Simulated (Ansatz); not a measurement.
# Si2H6 (singlet): from Hartree-Fock to the top rungs at distance Si1–H5 along a hydrogen transfer = 1.645 Å, cc-pVDZ

The task here is to estimate one member of a computed series from the others.

Program: Ansatz 0.2.0, Gaussian basis. Level of theory: cc-pVDZ, core rule «outside noble gas», up to 10 orbitals frozen. These are calculated values, not measurements.

The runs, in order: UHF; CCSD(T) on RHF; CCSD(T) on UHF; BCCD(T) on RHF; CISD; CCSDT(Q) on RHF; CASSCF and NEVPT2, 2 electrons in 2 orbitals; CASSCF and NEVPT2, 8 electrons in 8 orbitals.

5 further runs of the same task are left out: 4 that didn't finish, 1 set aside as unsound or not needed.

**What is computed**

The geometry derives from fragments relaxed apart (PBE0/def2-TZVP) and kept rigid, so it is no stationary point. A hydrogen atom is moved between rigid fragments.

8 atoms, charge 0, spin multiplicity 1.

Atoms are counted from 1 here; the program's logs count them from 0.

Bond lengths: Si1–H2 1.485 Å, Si1–H3 1.485 Å, Si1–H4 1.485 Å, Si1–H5 1.645 Å, H5–Si6 1.654 Å, Si6–H7 1.526 Å, Si6–H8 1.526 Å. Angles: H2–Si1–H3 109.5°, H2–Si1–H4 109.5°, H2–Si1–H5 109.5°, H3–Si1–H4 109.5°, H3–Si1–H5 109.5°, H4–Si1–H5 109.5°, Si1–H5–Si6 180.0°, H5–Si6–H7 113.7°, H5–Si6–H8 113.7°, H7–Si6–H8 91.2°.

As a file:

```tsv
atom	x (Å)	y (Å)	z (Å)
Si1	-1.61849	0.02833	0.00000
H2	-2.11336	1.42803	0.00000
H3	-2.11336	-0.67153	1.21218
H4	-2.11336	-0.67153	-1.21218
H5	0.02651	0.02833	0.00000
Si6	1.68051	0.02833	0.00000
H7	2.29269	-0.84596	1.09001
H8	2.29269	-0.84596	-1.09001
```

The first run:

in.yaml

```yaml
crystal:
  periodic: [false, false, false]
  atoms:
    - {symbol: Si, position_ang: [-1.618489, 0.028327, 0.000000]}
    - {symbol: H, position_ang: [-2.113361, 1.428035, 0.000001]}
    - {symbol: H, position_ang: [-2.113360, -0.671527, 1.212183]}
    - {symbol: H, position_ang: [-2.113361, -0.671527, -1.212182]}
    - {symbol: H, position_ang: [0.026511, 0.028327, 0.000000]}
    - {symbol: Si, position_ang: [1.680511, 0.028327, 0.000000]}
    - {symbol: H, position_ang: [2.292692, -0.845957, 1.090012]}
    - {symbol: H, position_ang: [2.292691, -0.845957, -1.090013]}
basis:
  gaussian: {orbitals: cc-pVDZ}
magnetization: {spin_polarized: true, initial_magnetization: 0}
hamiltonian: {xc: hf}
output: {orbitals: {seedname: orbitals}}
```

The run is started by

```console
$ ansatz run in.yaml --threads 1 --pin off --events-out ev --progress --plain --max-ram 2393MiB
```

Among the steps run: UHF; CCSD(T) on RHF; CCSD(T) on UHF; BCCD(T) on RHF; CISD; CCSDT(Q) on RHF; CASSCF and NEVPT2, 2 electrons in 2 orbitals; CASSCF and NEVPT2, 8 electrons in 8 orbitals.

One of the session's tables, all rows but one given; the rest of the session is left out.

It belongs to the step «Misses and costs». 

```
         method  from RCCSDT(Q) (kJ/mol)
            RHF                   +746.3
            UHF                   +742.3
           RMP2                   +170.7
           CISD                   +101.9
          RCCSD                    +23.8
       RCCSD(T)                     +5.0
        BCCD(T)                     +5.0
         RCCSDT                     +0.9
      RCCSDT(Q)                        0
    CASSCF pair                   +705.6
    NEVPT2 pair                   +160.8
CASSCF frontier                   +577.6
NEVPT2 frontier                        ?
```

**Question.** Estimate the row for NEVPT2 frontier.

As computed: from RCCSDT(Q) (kJ/mol): +152.9. In the column «from RCCSDT(Q) (kJ/mol)» it lies between CISD (+101.9) and NEVPT2 pair (+160.8).

Not comparable, so not listed: CCSD(T) on UHF (they don't share determinant, frozen orbitals or solution with the rows shown, or repeat one).

Limits of these values: Warnings: restricted reference is unstable; spin contamination.
